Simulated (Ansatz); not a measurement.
Geometry optimisation, RKS r2SCAN-D4/6-31G* in Ansatz.

Input file:

```yaml
crystal:
  periodic: [false, false, false]
  atoms:
    - { symbol: Al, position_ang: [0.0, 0.0, 0.0] }
    - { symbol: H, position_ang: [0.0, 0.0, 1.91] }
    - { symbol: "N", position_ang: [1.6627, 0.0, -0.96] }
    - { symbol: H, position_ang: [2.1293, -0.9179, -1.2118] }
    - { symbol: H, position_ang: [2.1141, 0.9179, -1.2382] }
    - { symbol: H, position_ang: [-1.351, 0.0, -0.78] }
    - { symbol: P, position_ang: [0.1156, 2.4456, 0.8135] }
    - { symbol: H, position_ang: [0.6761, 2.4854, 2.1176] }
    - { symbol: H, position_ang: [0.927, 3.2022, -0.0729] }
    - { symbol: H, position_ang: [0.0462, 0.9762, 1.965] }
basis:
  gaussian: { orbitals: "6-31G*" }
hamiltonian:
  xc: r2scan
  dispersion: d4
relax:
  f_tol: 0.15
  max_steps: 25
  restrain:
    - { distance: [0, 6], at: 3.48, k: 30.0 }
    - { distance: [9, 1], at: 1.86, k: 30.0 }
    - { distance: [0, 1], at: 1.56, k: 30.0 }
    - { distance: [9, 6], at: 1.42, k: 30.0 }
```

Command:

```bash
$ ansatz run input.yaml --threads 1 --pin off --max-ram 2048MiB --backend cpu --events-out ev --progress --plain --runs-dir out
```

Problem. Where does it end, and by what steps?

Solution. It converged. The restraints hold the end off the free minimum. After 17 steps the energy has fallen by 2.917 eV (the restraints' own energy left out); H5 moved furthest, 1.16 Å. Parted: Al1–P7 (2.58 → 3.48 Å). Joined: P7–H10 (1.87 → 1.43 Å).

| step | energy less start (eV) | largest force component (eV/Å) | accepted |
| --- | --- | --- | --- |
| 0 | 0.0000 | 2.930 | yes |
| 1 | 0.5534 | 3.134 | yes |
| 2 | 0.1333 | 2.741 | yes |
| 3 | -1.0022 | 2.119 | yes |
| 4 | -1.9787 | 1.347 | yes |
| 5 | -2.3752 | 0.797 | yes |
| 6 | -2.4706 | 0.876 | yes |
| 7 | -2.5726 | 0.900 | yes |
| 8 | -2.7045 | 0.663 | yes |
| 9 | -2.8022 | 0.623 | yes |
| 10 | -2.8662 | 0.565 | yes |
| 11 | -2.8936 | 0.514 | yes |
| 12 | -2.8978 | 0.463 | yes |
| 13 | -2.9108 | 0.484 | yes |
| 14 | -2.9116 | 0.465 | no |
| 15 | -2.9138 | 0.483 | yes |
| 16 | -2.9158 | 0.474 | yes |
| 17 | -2.9171 | 0.482 | yes |

```xyz
10
Properties=species:S:1:pos:R:3
Al 0.123 -0.048 -0.157
H -0.020 -0.426 1.359
N 1.707 -0.262 -0.938
H 2.535 -0.629 -0.484
H 1.913 -0.019 -1.900
H -1.083 0.509 -1.030
P -0.016 2.826 1.800
H 1.413 2.770 1.767
H -0.115 2.985 0.381
H -0.138 1.404 1.747
```

Run time: 78 s on 1 thread of Arm Neoverse V1, with other jobs on the host, peak memory 0.15 GiB.
